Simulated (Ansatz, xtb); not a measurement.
Relative energy of two structures of AlH3Si2

We compare a, a singlet given by its coordinates, with b, `[AlH]1[Si][SiH2]1`, a triplet. Both are isolated molecules in the gas phase, relaxed with PBE-D3(BJ)/def2-SVP.

a (Å):

```xyz
6

Al   -2.5143   -0.5305    0.5334
Si   -3.7580   -0.3710    2.7513
Si   -1.8754    0.6321    2.6875
H    -1.1168   -0.0007   -0.0799
H    -3.4697   -1.4043   -0.4050
H    -0.5331    1.3209    2.5683
```

Close contacts (Å): Al1–Si2 2.55, Al1–Si3 2.53, Si2–Si3 2.13, Al1–H4 1.62, Al1–H5 1.60, Si3–H6 1.51.

b (Å):

```yaml
atoms:
  - { symbol: Al, position_ang: [-2.9711, 0.2548, 0.1159] }
  - { symbol: Si, position_ang: [-3.9821, -0.5018, 2.1474] }
  - { symbol: Si, position_ang: [-1.6364, -0.2611, 2.1752] }
  - { symbol: H, position_ang: [-2.8901, 0.7490, -1.4036] }
  - { symbol: H, position_ang: [-0.6987, -1.4474, 2.1563] }
  - { symbol: H, position_ang: [-0.9456, 0.8735, 2.8979] }
```

Q: Estimate E(b) − E(a) at the level CCSD(T)/def2-TZVP.

A: Calculated at CCSD(T)/def2-TZVP: E(b) − E(a) = +6.9 kcal/mol, so structure a lies lower.

How the difference moves with the method:

```
              level             geometry  E(b) − E(a) (kcal/mol)  departure from the last row (kcal/mol)  job, with rough time for the two
          HF/STO-3G             GFN2-xTB                     −27.7                                   −34.6              single point, 0.62 s
 r2SCAN-D4/def2-SVP             GFN2-xTB                     −11.4                                   −18.4               single point, 6.6 s
PBE-D3(BJ)/def2-SVP  PBE-D3(BJ)/def2-SVP                      +5.3                                    −1.6                optimisation, 47 s
       HF/def2-TZVP  PBE-D3(BJ)/def2-SVP                     −13.6                                   −20.6           part of the CCSD(T) run
      MP2/def2-TZVP  PBE-D3(BJ)/def2-SVP                      +9.9                                    +3.0           part of the CCSD(T) run
  CCSD(T)/def2-TZVP  PBE-D3(BJ)/def2-SVP                      +6.9                                                        single point, 44 s
```

HF/STO-3G, r2SCAN-D4/def2-SVP, HF/def2-TZVP put the two in the other order. The largest departure from CCSD(T)/def2-TZVP is that of HF/STO-3G, 34.6 kcal/mol. At CCSD(T)/def2-TZVP a singlet with the links of b lies below this triplet.

With harmonic frequencies from PBE-D3(BJ)/def2-SVP (ideal gas, rigid rotor, one conformer each, 200 K, 1 atm): on the last row, ΔE + ΔZPE = +7.8, ΔH = +7.7, ΔG = +7.5 kcal/mol.

Open shells are spin-unrestricted. The correlated steps freeze 15 core orbitals. ΔG holds the spin degeneracy. Run with Ansatz 0.2.0, xtb 6.7.1; the last row on 1 thread of Arm Neoverse V1 on a shared host.
